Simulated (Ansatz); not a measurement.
Ansatz (a quantum-chemistry and plane-wave program) input (B3LYP/6-31G*):

Ansatz 0.2 input:
```yaml
crystal:
  periodic: [false, false, false]
  atoms:
    - {symbol: O, position_ang: [-0.00000000, -0.00000000, -0.99326010]}
    - {symbol: S, position_ang: [0.00000000, 0.00000000, 0.49663005]}
basis:
  gaussian:
    orbitals: 6-31G*
hamiltonian:
  xc: {name: B3LYP}
total_charge: 1
magnetization: {spin_polarized: true, initial_magnetization: 1}
```

Q: What final total energy does it give?

A: -472.96475 Eh.
